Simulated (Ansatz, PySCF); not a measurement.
System (SMILES): C#CC.
Geometry (B3LYP-D3(BJ)/def2-TZVP, fixed):
```xyz
7

C     -0.0011    -0.0004     0.2181
C     -0.0068    -0.0029     1.4176
C      0.0060     0.0025    -1.2360
H     -0.0119    -0.0051     2.4795
H      0.0152     1.0232    -1.6237
H      0.8874    -0.5130    -1.6226
H     -0.8790    -0.5002    -1.6311
```

Near-linear dependence at HF/d-aug-cc-pVTZ with PySCF (spherical functions, density fitting): canonical orthogonalisation drops combinations whose overlap eigenvalue lies under the threshold. The set has 314 functions.

```
threshold  orbitals kept  energy minus last row (mEh)  SCF cycles
---------  -------------  ---------------------------  ----------
1e-3                 261                       21.572           9
1e-4                 289                        0.167           9
1e-5                 301                        0.073           9
1e-6                 312                        0.015           9
1e-7                 314                        0.000           9
1e-9                 314                        0.000           9
```

The smallest overlap eigenvalue is 2.0e-07. Ansatz (a program for electronic structure) at its default drops 0 functions.
